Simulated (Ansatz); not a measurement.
## C₄H₆O (charge -1), SMILES [O-][CH]C1CC1: a ladder of methods at one geometry

Run with Ansatz 0.2.0 through its Python package.

`methods.py`:
```python
# -*- coding: utf-8 -*-
"""C4H6O(-) at several levels of theory."""

from pathlib import Path
import warnings

import ansatz as az
import numpy as np


def main():
    warnings.simplefilter("ignore", az.DeckWarning)

    system = (
        az.Crystal.molecule()
        .atom("O", (1.9666, -0.8511, -0.2353))
        .atom("C", (1.5665, 0.2734, 0.4927))
        .atom("C", (0.0469, 0.5063, 0.4626))
        .atom("C", (-0.8363, -0.7321, 0.4107))
        .atom("C", (-0.6769, 0.1434, -0.8261))
        .atom("H", (2.0883, 1.1712, 0.1014))
        .atom("H", (-0.3801, 1.3667, 1.02))
        .atom("H", (-1.8199, -0.618, 0.9136))
        .atom("H", (-0.3228, -1.7139, 0.3386))
        .atom("H", (-1.5661, 0.771, -1.0468))
        .atom("H", (-0.0662, -0.3169, -1.6312))
    )

    setup = (
        system.calculation()
        .basis(gaussian="cc-pVDZ")
        .charge(-1)
        .spin("collinear", total=1)
    )

    print("functional    E (Ha)        dipole (D)   HOMO (eV)  LUMO (eV)")
    for name in ["pbe0", "hf", "cam_b3lyp", "b3lyp", "lda"]:
        rep = setup.functional(name).forces().orbitals().run(threads=1, pin="off", runs_dir="runs").report
        lines = Path(rep["orbitals_path"]).read_text().splitlines()
        field_of = lambda key: [line.split("=")[1].strip() for line in lines if line.startswith(key)]
        orbitals = [(27.211386 * float(e), s, float(n)) for e, s, n in zip(field_of("Ene="), field_of("Spin="), field_of("Occup="))]
        homo = max(e for e, _, n in orbitals if n > 0.5)
        lumo = min(e for e, _, n in orbitals if n < 0.5)
        dipole = 4.803205 * np.linalg.norm(rep["charge_distribution"]["dipole_moment_e_ang"])
        print(f"{name:10s} {rep['free_energy_ev'] / 27.211386246:14.6f} {dipole:9.3f} {homo:11.3f} {lumo:10.3f}")


if __name__ == "__main__":
    main()
```

```console
$ python methods.py
functional    E (Ha)        dipole (D)   HOMO (eV)  LUMO (eV)
pbe0          -230.895737     4.775       2.072      6.057
hf            -229.703806     5.454      -1.727      9.184
cam_b3lyp     -231.038486     4.844       0.771      7.104
b3lyp         -231.161546     4.665       2.377      5.752
lda           -229.154239     4.388       3.460      4.516
```

Total energies depend on the basis set; only differences at equal settings carry meaning. The geometry is a force-field or estimated start, not a minimum of this method, and the basis set is short of its limit. A lower total doesn't mark the better method: functionals have no common bound, and MP2 and coupled cluster aren't variational. The species is open-shell (spin multiplicity 2). An ion's dipole depends on the origin; the program takes it about the centre of nuclear charge. b3lyp holds the VWN-RPA fit, as in Gaussian; the form of ORCA and Turbomole is b3lyp5. Levels such as HOMO and LUMO are orbital energies: with these approximate functionals they aren't the ionisation energy and electron affinity, and their gap isn't the fundamental gap. Anions want diffuse functions, which this basis lacks. Wall time of the script: 30 s on 1 thread of Intel(R) Xeon(R) Platinum 8259CL CPU @ 2.50GHz (Skylake/Cascade Lake), on a shared host, peak memory 0.37 GiB.
